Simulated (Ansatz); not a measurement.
Geometry optimisation, RKS revPBE-D4/STO-3G (Ansatz).

Input file:

```yaml
crystal:
  periodic: [false, false, false]
  atoms:
    - { symbol: S, position_ang: [0.0535, -0.3011, -2.8013] }
    - { symbol: H, position_ang: [-0.9677, 0.3583, -2.2677] }
    - { symbol: H, position_ang: [0.819, -0.0871, -1.7395] }
    - { symbol: Si, position_ang: [0.0165, 0.003, 1.3716] }
    - { symbol: H, position_ang: [-1.0429, -0.9518, 1.0587] }
    - { symbol: H, position_ang: [1.2735, -0.4603, 0.7814] }
    - { symbol: H, position_ang: [0.1688, 0.14, 2.8153] }
    - { symbol: H, position_ang: [-0.3208, 1.2989, 0.7814] }
basis:
  gaussian: { orbitals: STO-3G }
hamiltonian:
  xc: revpbe
  dispersion: d4
relax:
  f_tol: 0.02
  max_steps: 40
scf:
  lower_state_search: "off"
```

Launched with:

```bash
$ ansatz run input.yaml --threads 1 --pin off --max-ram 2048MiB --backend cpu --events-out ev --progress --plain --runs-dir out
```

Problem. Where does it end, and by what steps?

Solution. The run converged. Limits of this set-up: minimal basis. After 22 steps the energy has fallen by 0.095 eV; H3 moved furthest, 0.78 Å.

```tsv
step	energy less start (eV)	largest force component (eV/Å)	accepted
0	0.0000	1.893	yes
1	-0.0645	0.210	yes
2	-0.0658	0.348	yes
3	-0.0688	0.071	yes
4	-0.0707	0.152	yes
5	-0.0740	0.094	yes
6	-0.0762	0.134	yes
7	-0.0773	0.258	yes
8	-0.0773	0.265	yes
9	-0.0774	0.290	yes
10	-0.0659	0.954	no
11	-0.0827	0.049	yes
12	-0.0873	0.075	yes
13	-0.0901	0.178	yes
14	-0.0793	0.910	no
15	-0.0929	0.021	yes
16	-0.0846	0.779	no
17	-0.0940	0.023	yes
18	-0.0945	0.103	yes
19	-0.0949	0.074	yes
20	-0.0952	0.064	yes
21	-0.0953	0.039	yes
22	-0.0954	0.008	yes
```

```xyz
8
Properties=species:S:1:pos:R:3
S -0.110 -0.514 -2.174
H -0.896 0.574 -2.451
H 1.019 0.221 -2.423
Si -0.003 -0.059 1.401
H -1.044 -1.033 1.111
H 1.288 -0.553 0.948
H 0.054 0.159 2.840
H -0.307 1.205 0.747
```

Whether the end is a true minimum wasn't checked by a vibrational analysis.

Run time: 11 s on 1 thread of Intel(R) Xeon(R) 6975P-C (Granite Rapids), with other jobs on the host, peak memory 0.1 GiB.
